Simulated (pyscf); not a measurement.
Optimised with ωB97X-D3(BJ)/def2-SVP in PySCF.

Q: H₃C–CH₂–B=NH → HB=NH + ethylene (H₂C=CH₂)
Surface: singlet. Broken: B–C, C–H. Formed: B–H. Give ΔE‡ and ΔE from PBE/def2-TZVP, relative to the reactant's lowest minimum found.

A: ΔE‡ = 68.7 kcal/mol, ΔE = +36.6 kcal/mol. CCSD(T)/def2-TZVPP + ΔMP2(QZVPP) gives 77.4 kcal/mol and +34.8 kcal/mol. Zero-point energy shifts the barrier by -2.3 kcal/mol. It is an elimination, with an imaginary mode of 675i cm⁻¹. At the saddle there is also a short B–C contact that neither side keeps. One saddle was located; it need not be the lowest between these sides. The CCSD(T) − MP2 part came from Ansatz, without density fitting, on the same reference.
